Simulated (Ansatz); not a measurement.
The same path of CH5SSi (8 atoms, charge 0, multiplicity 2) was run twice with different band settings. The coordinate that changes most is the dihedral H5–Si1–C2–H7.

Computed with Ansatz 0.2.0, UKS PBE/6-31G*.

Relaxed end points:

```xyz
8
Properties=species:S:1:pos:R:3
Si -0.560 0.583 -1.040
C 0.666 0.136 0.354
S 0.947 -1.678 0.513
H -1.837 -0.195 -0.861
H -0.867 2.060 -1.045
H 0.352 0.567 1.322
H 1.658 0.559 0.123
H -0.361 -2.032 0.636
```

```xyz
8
Properties=species:S:1:pos:R:3
Si -0.600 0.962 -0.784
C 0.779 0.186 0.284
S 0.465 -1.621 0.504
H -0.660 0.263 -2.115
H -1.921 0.775 -0.078
H 0.905 0.684 1.259
H 1.745 0.247 -0.244
H -0.713 -1.494 1.174
```

Common settings: movable images 9; climbing image yes; spring 5.0 eV/Å²; start path through a guess of the saddle point; force threshold 0.03 eV/Å; end points relaxed.

| run | optimiser | iteration limit |
| --- | --- | --- |
| 1 | quadratic models (default) | 39 |
| 2 | lbfgs | 53 |

**Question.** What does each run give, and how far can it be trusted?

**Answer.** Run 1: converged after 6 iterations, highest image 0.021 eV above the first end. A vibrational analysis at the climbing image gives one clearly imaginary mode, 136i cm⁻¹: a first-order saddle point.
Run 2: converged after 21 iterations, highest image 0.021 eV above the first end. Another band between the same ends (9 images) ends at a top of the same energy, where a vibrational analysis finds 1 clearly imaginary mode.
